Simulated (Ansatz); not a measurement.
Relaxed structures of CH₅BN (charge -1), singlet (PBE0-D4/def2-TZVPD; forces vanish, vibrations not checked; lower isomers may exist, and structures with a doubtful reference or unclear bonds are left out; Å). Program: Ansatz 0.2.0. Basis: def2-TZVPPD. Cores are frozen in the correlated methods.

Problem. Rank them by CCSD(T) energy, lowest first, and give each one's height above the lowest. Links in brackets join atoms within 1.22 times the sum of their covalent radii (1.1 for two metals). (To be estimated.)
A.
CH₅BN ([CH3][B][NH2]), total charge -1
```
8
angstrom
C -0.7571 0.5190 -0.7491
B -0.3926 -0.2592 0.5918
N 0.8397 -0.9358 0.5024
H -1.7065 0.1614 -1.1634
H -0.8951 1.5892 -0.5586
H 0.0288 0.4060 -1.5372
H 1.4253 -0.9153 -0.3460
H 1.2346 -1.4795 1.2449
```
B.
CH₅BN ([BH2][NH][CH2]), total charge -1
```
8
angstrom
C -0.6912 0.9306 -0.7382
B 0.8263 -0.9003 0.3212
N 0.0628 0.2568 0.2795
H -0.8863 0.2356 -1.5646
H -1.6531 1.2719 -0.3256
H 0.1296 0.8286 1.1099
H 0.8527 -1.6558 -0.6254
H 1.4890 -1.1244 1.3137
```
C.
CH₅BN ([CH2][BH][NH2]), total charge -1
```
8
angstrom
C -0.8491 0.7108 -0.6709
B -0.0382 0.2173 0.4386
N 0.7332 -1.0570 0.4444
H -0.9458 0.1988 -1.6349
H -1.4487 1.6196 -0.6068
H 0.0464 0.8216 1.5048
H 0.9222 -1.4491 -0.4683
H 1.5799 -1.0620 0.9932
```

Solution. The calculation gives: C (0.0 kJ/mol), A (123.1 kJ/mol), B (149.7 kJ/mol). Heights count from the lowest.

No T1 diagnostic of these runs exceeds 0.022. The highest PBE0 orbital of the anion lies well above zero, so the extra electron may be unbound in the gas phase. The restricted Hartree–Fock reference is unstable towards an unrestricted one at one or more of these structures.

For scale, one of the runs: CCSD(T)/def2-TZVPPD, 196 basis functions, launched by `ansatz run in.yaml --threads 2 --pin off --events-out ev --progress --plain --max-ram 4352MiB`. Time: 55 s of wall clock on 2 CPU threads of an Arm Neoverse V1; the host was shared. Peak host memory: 2.4 GiB.
